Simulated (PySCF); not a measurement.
# Ionisation energy of O by level of theory

O [He] 2s2 2p4 (3P) → O⁺ [He] 2s2 2p3 (4S), as a difference of total energies. Calculation: PySCF 2.14, in ANO-RCC-VTZP (4s3p2d1f, 30 functions); the spin-free X2C one-electron Hamiltonian (Gaussian nucleus). Correlated levels: valence and next inner shell: nothing frozen. The calculations carry no spin-orbit coupling.

```tsv
method	ionisation energy (eV)
UHF	12.033
MP2 (valence and next inner shell)	13.295
SCS-MP2 (valence and next inner shell)	13.376
CCSD (valence and next inner shell)	13.344
CCSD(T) (valence and next inner shell)	13.383
CCSDT (valence and next inner shell)	13.387
```

Q: How much does correlation contribute at CCSD(T) (valence and next inner shell)?

A: 13.383 − (12.033) = 1.350 eV, measured against UHF.

Errors of the correlated levels include the incompleteness of this basis.

For comparison: 13.608 eV (measured; NIST levels, between the centres of gravity of the two terms).
